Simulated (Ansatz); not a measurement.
Process, species as SMILES: FCl (F-Cl) → Cl atom + F atom
B3LYP-D3(BJ)/def2-TZVP geometries, fixed; electronic energies without zero-point terms.

Energies in hartree at MP2 with Ansatz (a program for electronic structure); the atomisation energy is their sum with the coefficients shown, times 627.509 kcal/mol a hartree. All functions are spherical. Cores are frozen. Open shells are unrestricted. No added dispersion term, no relativity.

```json
[
 {"species": "FCl (F-Cl)", "coefficient": "-1", "part": "Hartree-Fock", "aug-cc-pV(D+d)Z": "-558.86357", "aug-cc-pV(T+d)Z": "-558.90515", "aug-cc-pV(Q+d)Z": "-558.91622"},
 {"species": "FCl (F-Cl)", "coefficient": "-1", "part": "correlation", "aug-cc-pV(D+d)Z": "-0.36139", "aug-cc-pV(T+d)Z": "-0.45884", "aug-cc-pV(Q+d)Z": "-0.49556"},
 {"species": "Cl atom", "coefficient": "+1", "part": "Hartree-Fock", "aug-cc-pV(D+d)Z": "-459.47306", "aug-cc-pV(T+d)Z": "-459.48609", "aug-cc-pV(Q+d)Z": "-459.48924"},
 {"species": "Cl atom", "coefficient": "+1", "part": "correlation", "aug-cc-pV(D+d)Z": "-0.12275", "aug-cc-pV(T+d)Z": "-0.16189", "aug-cc-pV(Q+d)Z": "-0.17703"},
 {"species": "F atom", "coefficient": "+1", "part": "Hartree-Fock", "aug-cc-pV(D+d)Z": "-99.38109", "aug-cc-pV(T+d)Z": "-99.40688", "aug-cc-pV(Q+d)Z": "-99.41409"},
 {"species": "F atom", "coefficient": "+1", "part": "correlation", "aug-cc-pV(D+d)Z": "-0.15461", "aug-cc-pV(T+d)Z": "-0.20523", "aug-cc-pV(Q+d)Z": "-0.22389"}
]
```

Task: Predict the atomisation energy in aug-cc-pV(5+d)Z (X = 5): let each Hartree-Fock step shrink by the ratio of the last two, and fit each correlation energy at X = 3 and 4 to E + A/X^3. Compare with the run.

Result: 
- FCl (F-Cl): steps -0.04158 and -0.01107, ratio 0.266, so Hartree-Fock -558.91916 (run: -558.91884); A = (-0.45884 - (-0.49556))/(1/27 - 1/64) = 1.7149, correlation -0.49556 - A/64 + A/125 = -0.50864 (run: -0.51141).
- Cl atom: steps -0.01303 and -0.00315, ratio 0.242, so Hartree-Fock -459.49000 (run: -459.48976); A = (-0.16189 - (-0.17703))/(1/27 - 1/64) = 0.7071, correlation -0.17703 - A/64 + A/125 = -0.18242 (run: -0.18368).
- F atom: steps -0.02579 and -0.00721, ratio 0.280, so Hartree-Fock -99.41611 (run: -99.41609); A = (-0.20523 - (-0.22389))/(1/27 - 1/64) = 0.8715, correlation -0.22389 - A/64 + A/125 = -0.23054 (run: -0.23196).
Predicted 68.23 kcal/mol; the run in aug-cc-pV(5+d)Z gives 68.25, a miss of -0.02. Keeping the value in aug-cc-pV(Q+d)Z, 67.48, would miss by -0.77. All sums are of the energies as printed.
